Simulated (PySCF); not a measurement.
# MgC: energy against distance

Set-up: Mg aug-cc-pVDZ, C aug-cc-pVDZ; no relativity (PySCF 2.14). Energies in eV from Mg + C in their ground configurations at the same level. State: Ms = 1 determinant of mixed spin (⟨S²⟩ near 2.6), unpaired electrons π ↑↑.

All columns are PBE0. A positive dipole means Mg(−)C(+).

| R (Å) | E (eV) | μ (D) | Mulliken charge on Mg (basis-dependent) | HOMO (eV) | LUMO (eV) | Mayer bond order | ⟨S²⟩ |
| --- | --- | --- | --- | --- | --- | --- | --- |
| 1.809 | -1.158 | -2.56 | 0.65 | -5.57 | -2.36 | 1.00 | 2.66 |
| 1.893 | -1.454 | -2.79 | 0.63 | -5.67 | -2.44 | 0.94 | 2.66 |
| 1.977 | -1.616 | -3.02 | 0.59 | -5.77 | -2.53 | 0.89 | 2.64 |
| 2.040 | -1.673 | -3.19 | 0.56 | -5.84 | -2.60 | 0.85 | 2.63 |
| 2.103 | -1.687 | -3.36 | 0.54 | -5.91 | -2.66 | 0.81 | 2.62 |
| 2.166 | -1.670 | -3.51 | 0.53 | -5.98 | -2.72 | 0.78 | 2.61 |
| 2.250 | -1.611 | -3.71 | 0.51 | -6.06 | -2.81 | 0.75 | 2.59 |
| 2.355 | -1.499 | -3.92 | 0.49 | -6.04 | -2.90 | 0.71 | 2.55 |
| 2.482 | -1.335 | -4.10 | 0.46 | -5.98 | -3.01 | 0.69 | 2.51 |
| 2.650 | -1.105 | -4.20 | 0.41 | -5.96 | -3.14 | 0.65 | 2.43 |

A fit through these points gives, at Re = 2.098 Å, μ = -3.34 D and dμ/dR = -2.57 D/Å; the reduced mass is 7.998 u.

Q: How strong is the fundamental in the double-harmonic approximation, I = 42.26·(dμ/dR)²/μred km/mol?

A: I = 42.26·(-2.57)²/7.998 = 34.9 km/mol at PBE0.

The state was picked by a PBE0 search and need not be the measured ground state.
